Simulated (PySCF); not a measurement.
# AlC (quartet) at other levels of theory

Aim: see what other levels and later steps give for AlC (quartet).

Computed with PySCF 2.14.0. Level: method and basis as typed in the scripts.

3 further runs of the same task are left out: 3 that didn't finish.

**1. Starting geometry**

AlC (quartet): 2 atoms, charge 0, spin multiplicity 4.

Bond lengths: Al1–C2 2.000 Å.

**2. The base run**

input.py reads:

```python
from pyscf import gto, scf, cc

mol = gto.M(
    atom='Al 0 0 0; C 0 0 2',
    basis='cc-pvdz-dk',
    charge=0,
    spin=3,
    symmetry=True,
    verbose=3,
)
mf = scf.UHF(mol)
mf = mf.sfx2c1e()
mf.kernel()
mycc = cc.CCSD(mf, frozen=6)
mycc.kernel()
mycc.ccsd_t()
mf.dip_moment()
print('orbital energies (hartree):', [e[max(0, n-3):n+3].round(4) for e, n in zip(mf.mo_energy, mol.nelec)])
```

Run with:

```sh
OMP_NUM_THREADS=1 python input.py
```

The log of this run is left out.

In short: E(SCF) = -280.100335 Eh, E(CCSD) − E(SCF) = -0.13681 Eh, (T) = -0.00450 Eh, ⟨S²⟩ = 3.756, μ = 1.15 D (of the SCF density).

The bond length is a typed value, not an optimised one. The quartet is typed in the script; nothing here shows that it is the ground state.

**3. X3lyp (UKS)**

Edit 1 changes functional: none (Hartree–Fock) → x3lyp; SCF type: UHF → UKS; step after the SCF: ccsd(t) → analyze.

input.py reads:

```python
from pyscf import gto, dft

mol = gto.M(
    atom='Al 0 0 0; C 0 0 2',
    basis='cc-pvdz-dk',
    charge=0,
    spin=3,
    symmetry=True,
    verbose=3,
)
mf = dft.UKS(mol, xc='x3lyp')
mf = mf.sfx2c1e()
mf.kernel()
mf.analyze()
print('orbital energies (hartree):', [e[max(0, n-3):n+3].round(4) for e, n in zip(mf.mo_energy, mol.nelec)])
```

Run with:

```sh
OMP_NUM_THREADS=1 python input.py
```

**4. Stability test**

Edit 2 changes step after the SCF: ccsd(t) → stability; point-group symmetry: on → off.

input.py reads:

```python
from pyscf import gto, scf

mol = gto.M(
    atom='Al 0 0 0; C 0 0 2',
    basis='cc-pvdz-dk',
    charge=0,
    spin=3,
    verbose=3,
)
mf = scf.UHF(mol)
mf = mf.sfx2c1e()
mf.kernel()
mf.stability(internal=True, external=True)
mf.dip_moment()
print('orbital energies (hartree):', [e[max(0, n-3):n+3].round(4) for e, n in zip(mf.mo_energy, mol.nelec)])
```

**5. EOM-IP**

Edit 3 changes step after the SCF: ccsd(t) → eomip; frozen orbitals: 6 → none; number of roots: none → 5.

Edit input.py of step 2 so:

```diff
@@ -13,5 +13,6 @@
 mf.kernel()
-mycc = cc.CCSD(mf, frozen=6)
+mycc = cc.CCSD(mf)
 mycc.kernel()
-mycc.ccsd_t()
+e = mycc.ipccsd(nroots=5)[0]
+print('roots (eV) =', (e*27.211386).round(3))
 mf.dip_moment()
```

**6. CASCI (ROHF)**

Edit 4 changes step after the SCF: ccsd(t) → casci; SCF type: UHF → ROHF; active space: none → 5 electrons in 6 orbitals.

input.py reads:

```python
from pyscf import gto, scf, mcscf

mol = gto.M(
    atom='Al 0 0 0; C 0 0 2',
    basis='cc-pvdz-dk',
    charge=0,
    spin=3,
    symmetry=True,
    verbose=3,
)
mf = scf.ROHF(mol)
mf = mf.sfx2c1e()
mf.kernel()
mc = mcscf.CASCI(mf, 6, 5)
mc.kernel()
mc.analyze()
mf.dip_moment()
print('orbital energies (hartree):', mf.mo_energy[..., max(0, mol.nelec[1]-3):mol.nelec[0]+3].round(4))
```

What does the calculation give? Wanted: for each run, E(SCF); from base; gap, α spin; SCF dipole; after the SCF.

As calculated:

| run | E(SCF) (hartree) | from base (eV) | gap, α spin (eV) | SCF dipole (D) | after the SCF |
| --- | --- | --- | --- | --- | --- |
| base | -280.100335 | 0 | 9.82 | 1.15 | CCSD(T) correlation -3.845 eV, core frozen |
| x3lyp (UKS) | -280.753760 | not comparable | 4.75 | 1.80 | n/a |
| stability test | -280.100335 | 0.0000 | 9.82 | 1.15 | stable |
| EOM-IP | -280.100335 | 0.0000 | 9.82 | 1.15 | CCSD correlation -3.892 eV, first root 8.50 eV |
| CASCI (ROHF) | -280.098459 | +0.0511 | n/a | 1.05 | CASCI correlation -0.411 eV |

Total energies of different functionals can't be compared with each other; differences within one functional can.
